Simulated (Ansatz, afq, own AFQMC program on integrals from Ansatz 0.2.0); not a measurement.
## AlNH₂, triplet: AFQMC among the cluster methods

```yaml
atoms:
  - { symbol: Al, position_ang: [0.0000, 0.0000, 0.5587] }
  - { symbol: N, position_ang: [0.0000, 0.0000, -1.2509] }
  - { symbol: H, position_ang: [0.0000, 1.4429, 1.2135] }
  - { symbol: H, position_ang: [0.0000, -1.4429, 1.2135] }
```

Connectivity, by distances: AlH2–N.

Basis cc-pVDZ. Noble-gas cores (and the filled d shells of Ga–Kr and In–Xe) are frozen. Ansatz 0.2.0 and our own AFQMC program on the same integrals; the CISD trial comes from CCSD amplitudes, and released means the phaseless constraint is let go. Error bars are statistical, one sigma.

Determinant: UHF, the one that the program's search chose, which needn't be the lowest solution. The geometry is a PBE0/def2-TZVP stationary point of this or a neighbouring charge and spin state.

No full CI on the walks' own integrals is used here; CCSDT(Q) serves as the reference and is uncertain by about the last step of the cluster series.

* T1 diagnostic: 0.0152
* weight of the determinant in the CISD state: 0.910
* ⟨S²⟩ of the determinant: 2.010
* size of the correlated space: 10 electrons in 36 orbitals

Reference: CCSDT(Q), correlation energy -5.406 eV. The released energy is read at 2.40 1/Eh (meV from the phaseless value at times in 1/Eh: -6 ± 11 at 0.24, -23 ± 11 at 0.51, -7 ± 12 at 0.99, -17 ± 10 at 1.62, 9 ± 15 at 2.40).

```json
{"level": "HF", "E − E(reference) (kcal/mol)": "124.67", "share of correlation (%)": "0.00"}
{"level": "MP2", "E − E(reference) (kcal/mol)": "24.12", "share of correlation (%)": "80.65"}
{"level": "CCSD", "E − E(reference) (kcal/mol)": "2.68", "share of correlation (%)": "97.85"}
{"level": "CCSD(T)", "E − E(reference) (kcal/mol)": "0.64", "share of correlation (%)": "99.48"}
{"level": "CCSDT", "E − E(reference) (kcal/mol)": "0.15", "share of correlation (%)": "99.88"}
{"level": "ph-AFQMC/HF", "E − E(reference) (kcal/mol)": "2.48 ± 1.01", "share of correlation (%)": "98.01"}
{"level": "ph-AFQMC/CISD", "E − E(reference) (kcal/mol)": "0.15 ± 0.21", "share of correlation (%)": "99.88"}
{"level": "released AFQMC", "E − E(reference) (kcal/mol)": "0.35 ± 0.34", "share of correlation (%)": "99.72"}
```

A walk keeps the symmetry of its determinant, which the program's search chose and which needn't be the lowest solution, so a lower state of the same spin and another symmetry isn't excluded. Released energies are given only where the last usable release times agree within the noise; a slower fall can still hide under it.
